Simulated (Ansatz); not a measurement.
The input, for Ansatz 0.2.0:

```yaml
crystal:
  periodic: [false, false, false]
  atoms:
    - {symbol: Si, position_ang: [-0.000065, -0.004175, 0.004202]}
    - {symbol: H, position_ang: [-0.011231, 1.086687, 1.087978]}
    - {symbol: H, position_ang: [-0.014841, -0.954968, 0.961059]}
    - {symbol: H, position_ang: [0.016778, 1.079652, -1.086538]}
    - {symbol: H, position_ang: [0.011101, -1.095037, -1.079574]}
basis:
  gaussian: {orbitals: 6-31G}
total_charge: 1
magnetization: {spin_polarized: false, initial_magnetization: 1}
correlation: {method: ccsdtq, electrons: outside_noble_gas}
```

```sh
$ ansatz run in.yaml --threads 1 --pin off --events-out ev --progress --plain --max-ram 2393MiB
```

The program prints:

```
457 factors; integrals over basis functions are off by at most 3.2e-8 eV
mean field evaluation 1: about -7910.1772 eV, gradient 6.5e0 eV
mean field evaluation 2: about -7910.1779 eV, gradient 6.5e0 eV
mean field evaluation 4: about -7910.3863 eV, gradient 1.6e-1 eV
mean field evaluation 8: about -7910.3865 eV, gradient 3.3e-6 eV
mean field evaluation 16: about -7908.1157 eV, gradient 2.9e-2 eV
mean field -7910.38652870 eV, -290.7013430773 hartree, gradient 3.3e-6 eV, S^2 0.750000; 1 other end points of the search recorded, 0 dependent functions left out
mean field evaluation 32: about -7910.2073 eV, gradient 6.4e0 eV
determinant -7910.38652870 eV, -290.7013430773 hartree, with singles and doubles -7912.75443973 eV, -290.7883622026 hartree
determinant -7908.11384984 eV, -290.6178236694 hartree, with singles and doubles -7911.10690862 eV, -290.7278165510 hartree
5 core orbitals not correlated: weight in the atoms' cores, before any rotation towards them, 1.000 or more for the frozen orbitals, at most 0.000 for the correlated occupied ones
reference -7910.38652870 eV, -290.7013430773 hartree; 4, 3 occupied and 12, 13 virtual orbitals, 457 factors
second order -1.50980139 eV of doubles, -0.16920376 eV of singles
cycle   1  -2.14118576 eV  change   -4.5e-1 eV  update   6.0e-2
cycle   2  -2.39201961 eV  change   -2.5e-1 eV  update   2.5e-2
cycle   3  -2.40277268 eV  change   -1.1e-2 eV  update   5.6e-3
cycle   4  -2.40774916 eV  change   -5.0e-3 eV  update   1.9e-3
cycle   5  -2.40768476 eV  change    6.4e-5 eV  update   5.2e-4
cycle   6  -2.40758628 eV  change    9.8e-5 eV  update   1.4e-4
cycle   7  -2.40769749 eV  change   -1.1e-4 eV  update   5.1e-5
cycle   8  -2.40767126 eV  change    2.6e-5 eV  update   2.1e-5
cycle   9  -2.40765999 eV  change    1.1e-5 eV  update   6.5e-6
cycle  10  -2.40766509 eV  change   -5.1e-6 eV  update   2.1e-6
cycle  11  -2.40766521 eV  change   -1.3e-7 eV  update   8.6e-7
Total energy: -7912.79419391 eV, -290.7898231418 hartree
```

For the same geometry and basis full CI lies 0.0 meV higher.

Ran on 1 thread of Intel Xeon 6975P-C, shared host: 8.5 s wall, 0.18 GiB peak host memory.
